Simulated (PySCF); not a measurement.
**Solvent effects on NMR parameters**

Molfile (atoms numbered from 1):
```
C2Si
     RDKit          3D

  3  3  0  0  0  0  0  0  0  0999 V2000
   -0.3508   -1.2463   -0.6388 C   0  0  0  0  0  0  0  0  0  0  0  0
    0.4157   -0.4044   -0.0741 C   0  0  0  0  0  0  0  0  0  0  0  0
    1.1032   -2.1075    0.1050 Si  0  0  0  0  0  2  0  0  0  0  0  0
  1  2  3  0
  2  3  1  0
  3  1  1  0
M  RAD  1   3   3
M  END
```

GIAO PBE0/pcSseg-1 in PySCF 2.14.0 with density-fitted response routines on one PBE0-D3(BJ)/def2-SVP conformer, non-relativistic, equivalent nuclei averaged. Solvents enter as an IEF-PCM continuum (dichloromethane with ε = 8.9, water with ε = 78.4) around the gas-phase geometry. Shifts are referred to TMS computed in the same medium.

Gas phase, δ in ppm: C1/C2 459.4, Si3 648.0. Dipole moment 2.36 D.

(1) How does each δ change in the continuum?

(2) Which nuclei move most (in ppm), and what does the model miss?

Results:

(1) 
```tsv
atoms	environment	Δδ, dichloromethane	Δδ, water
C1/C2	alkyne carbon	-3.0	-3.3
Si3	silicon bonded to 2 C, in a 3-membered ring	+4.6	+5.7
```

Changes are relative to the gas phase. The dipole moment becomes 3.04 D in dichloromethane, 3.17 D in water.

(2) Si3 (silicon bonded to 2 C, in a 3-membered ring, +5.7 ppm) in water. A continuum only polarises the solute; specific hydrogen bonds, the anisotropy of aromatic solvents and changes of geometry or conformer are outside it.
